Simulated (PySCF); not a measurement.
2-cyanoacetamide, C3H4N2O.
Bonds: N1–C2 (triple), C2–C3, C3–C4, C4–N5, C4–O6 (double). Hydrogens: H7, H8 on C3; H9, H10 on N5.

A linear-response calculation (PySCF, def2-SVPD basis, gas phase, vertical, core orbitals frozen in the response) gave these numbers; the functional is withheld.

Orbital energies (eV): HOMO-3 -10.08, HOMO-2 -9.74, HOMO-1 -8.37, HOMO -7.92, LUMO -0.43, LUMO+1 -0.17, LUMO+2 -0.05.

```
state  E (eV)       f  main configurations (H = HOMO, L = LUMO)
   S1    5.75  0.0002                                 H→L (93%)
   S2    6.86   0.016                  H→L+1 (73%), H→L+2 (19%)
   S3    6.97   0.045     H→L+2 (65%), H→L+1 (16%), H→L+3 (14%)
   S4    7.03   0.018                  H→L+3 (74%), H→L+2 (13%)
   S5    7.21  0.0016                             H-1→L+1 (91%)
   S6    7.31  0.0042                             H-1→L+2 (94%)
```

Triplets, Tamm–Dancoff:

```csv
state,E (eV),λ (nm),"main configurations (H = HOMO, L = LUMO)"
T1,5.32,233.1,H→L (90%)
T2,5.55,223.5,H-1→L (88%)
T3,6.15,201.6,"H→L+1 (42%), H-3→L+1 (30%), H-2→L+3 (14%)"
T4,6.66,186.1,"H-2→L+3 (52%), H→L+1 (29%)"
```

Vertical ionisation energy by ΔSCF with the same functional: 10.43 eV. Mean static polarisability: 51.8 au.

Problem. Name the functional.
A. PBE
B. wB97X-D
C. B3LYP
D. HF

Solution. C. B3LYP is a global hybrid with 20% exact exchange. In this run −ε(HOMO) = 7.92 eV differs from the ΔSCF value by -2.51 eV, and S1 differs from the orbital gap of 7.49 eV by -1.74 eV. The ratio −ε(HOMO)/IP is 0.76. Small neutral molecules mostly give 0.67 to 0.83 with B3LYP, 0.5 to 0.7 with PBE, 0.89 to 0.99 with wB97X-D; with Hartree–Fock the ratio is 1 or more (Koopmans' value less the relaxation energy is the ΔSCF value). The other options: PBE, a GGA without exact exchange; HF, time-dependent Hartree–Fock, 100% exact exchange; wB97X-D, range-separated, 22% exact exchange at short range and 100% at long range (ω = 0.2 bohr⁻¹).

Level of theory: TDDFT B3LYP/def2-SVPD, vertical, gas phase, core orbitals frozen in the response (PySCF). One conformer (not necessarily the lowest) at the PBE0-D3(BJ)/def2-SVP geometry, without solvent, vibrations or thermal averaging.

Conformer computed: `[N:1]#[C:2][CH2:3][C:4]([NH2:5])=[O:6]`: C2–C3–C4–N5 -4°, H–N5–C4–C3 2°, H–N5–C4–C3 179°.
